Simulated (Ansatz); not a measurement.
# [OH···H···SiH], doublet in cc-pVDZ: errors against UCCSDT(Q)

Geometry: a point of a hydrogen-transfer path between rigid fragments, not a stationary point.

```yaml
atoms:
  - { symbol: O, position_ang: [-1.7345, 0.0118, 0.0000] }
  - { symbol: H, position_ang: [-1.9838, 0.9384, 0.0000] }
  - { symbol: H, position_ang: [-0.5675, 0.0118, 0.0000] }
  - { symbol: Si, position_ang: [1.0285, 0.0118, 0.0000] }
  - { symbol: H, position_ang: [1.4249, -1.4677, 0.0000] }
```

Basis cc-pVDZ; Ansatz 0.2.0. Only valence electrons are correlated (noble-gas cores frozen), which leaves 13 electrons in 41 orbitals. Prefix R: restricted or restricted open-shell reference; prefix U: unrestricted. Active spaces: pair = (3e, 3o) about the gap.

Full CI isn't at hand for all of this; UCCSDT(Q) serves as the reference, and is uncertain by about the last step of the cluster series. The frozen core follows each run's orbitals, which can shift R against U totals by a few meV.

HF rows are the lowest solutions found. Coupled cluster chose its determinant by trial CCSD, here up to 0.04 eV above the lowest Hartree–Fock solution of its kind, and MP2 stands on that determinant too. For open shells CISD is restricted-active-space CI with the open shells as a complete middle space.

```
UHF ⟨S²⟩                            : 1.038
⟨S²⟩ of the determinant under UCCSD : 0.799
T1 diagnostic (RCCSD)               : 0.0244
largest doubles amplitude (RCCSD)   : 0.075
T1 diagnostic (UCCSD)               : 0.0235
```

```
                level  E − E(UCCSDT(Q)) (kcal/mol)  share of correlation (%)  wall time
                  RHF                       209.94                      0.00          –
                 RMP2                        24.27                     88.44          –
                 UMP2                        27.28                     87.01          –
                 CISD                        24.92                     88.13      8.5 s
                RCCSD                         6.21                     97.04          –
                UCCSD                         5.95                     97.17          –
             RCCSD(T)                         1.23                     99.42       19 s
             UCCSD(T)                         1.28                     99.39       47 s
              BCCD(T)                         1.23                     99.41       17 s
               RCCSDT                         0.59                     99.72          –
               UCCSDT                         0.56                     99.73          –
            RCCSDT(Q)                         0.05                     99.98    1.7 min
  CASSCF (pair space)                       193.50                      7.83          –
  NEVPT2 (pair space)                        26.56                     87.35      7.5 s
  MRCISD (pair space)                        21.86                     89.59          –
MRCISD+Q (pair space)                         3.47                     98.35        9 s
```

The correlation energy at UCCSDT(Q), counted from RHF, is -9.104 eV. That run took 2.3 min on 1 thread of Arm Neoverse N1, shared host.

Run but not shown, since their state or frozen core can't be matched to the reference's or they repeat it: UHF.

Times hold each run's SCF and search for its determinant on a shared host, so for small cases they say little of a method's own cost; they ran on 1 thread of Arm Neoverse N1.
